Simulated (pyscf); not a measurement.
HO–BH–OH + H₂C=CH₂ → H₃C–CH₂–B(OH)–OH, gas phase, singlet surface. PySCF, gas phase, ωB97X-D3(BJ)/def2-SVP geometries. ΔG in kcal/mol from ωB97M-D3(BJ)/def2-TZVP energies (ideal gas, 1 atm, RRHO with modes under 100 cm⁻¹ raised to 100, one conformer, R ln 2 for chiral ones without a mode under 150 cm⁻¹).

| T (K) | ΔG |
|---|---|
| 298 | -21.4 |
| 600 | -10.5 |
| 900 | ? |
| 1200 | +10.2 |

Task: Fit a line to the three values, predict ΔG at 900 K, and estimate where the reaction turns unfavourable at 1 atm of each gas.

Result: Least squares gives ΔG = -31.7 + 35.0 × T/1000 K, so ΔS is about -146 J/(mol K) and ΔH about -31.7 kcal/mol over this range (ΔH at 298 K: -32.3). At 900 K the line gives -0.2; the computed value is +0.0. ΔG = 0 falls near 910 K; 1 kcal/mol in the energy moves that by 29 K. This is thermodynamics alone and says nothing of the barrier.
